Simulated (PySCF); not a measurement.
SMILES C(C)O (C2H6O) (CAM-B3LYP/def2-SVP optimised geometry):

```
9

C      0.832    -0.361     0.000
C     -0.686    -0.361     0.000
O     -1.232     0.935     0.000
H      1.216     0.212    -0.857
H      1.228     0.100     0.921
H      1.232    -1.385    -0.056
H     -1.061    -0.849    -0.913
H     -1.063    -0.960     0.853
H     -0.941     1.385     0.802
```

Calculation: CAM-B3LYP/def2-TZVP (PySCF 2.14.0).

Problem. What are the frontier orbital energies and the dipole moment?

Solution. HOMO-2 -11.95 eV, HOMO-1 -10.66 eV, HOMO -9.35 eV, LUMO 1.77 eV, LUMO+1 2.84 eV; dipole moment 1.70 D.

On the same geometry PBE/def2-TZVP in PySCF gives HOMO-2 -8.89 eV, HOMO-1 -7.63 eV, HOMO -6.16 eV, LUMO 0.19 eV, LUMO+1 1.23 eV; dipole moment 1.56 D.

Meta-Löwdin charges at CAM-B3LYP/def2-TZVP: C1 -0.34, C2 0.03, O3 -0.54, H4 0.11, H5 0.10, H6 0.11, H7 0.11, H8 0.08, H9 0.33.
